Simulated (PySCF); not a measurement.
**Rotational lines of LiF**

Lines J+1 ← J of the vibrational ground state, computed from RHF-CCSD(T) constants of LiF, ¹Σ⁺ (singlet), closed shell (Li x2c-TZVPPall, F x2c-TZVPPall; spin-free X2C with a Gaussian nucleus (PySCF 2.14); masses 7.0160 and 18.9984 u), in MHz:

| J | ν (MHz) |
| --- | --- |
| 5 | 475064 |
| 6 | 554118 |
| 7 | 633115 |
| 8 | 712048 |
| 9 | 790906 |

(1) Find B0 and the effective bond length r0; with αe = 0.0189 cm⁻¹, find Re.

Correlated steps freeze 1 core orbital. Where the molecule has an RHF reference, its open-shell atoms are computed with UHF.

Results:

(1) ν = 2B0(J+1) − 4D(J+1)³ gives B0 = 1.3214 cm⁻¹. With the reduced mass μred = 5.1238 u, r0 = √(16.8576/(μred·B0)) (u, cm⁻¹, Å) = 1.5779 Å. Be = B0 + αe/2 = 1.3308 cm⁻¹ gives Re = 1.572 Å.
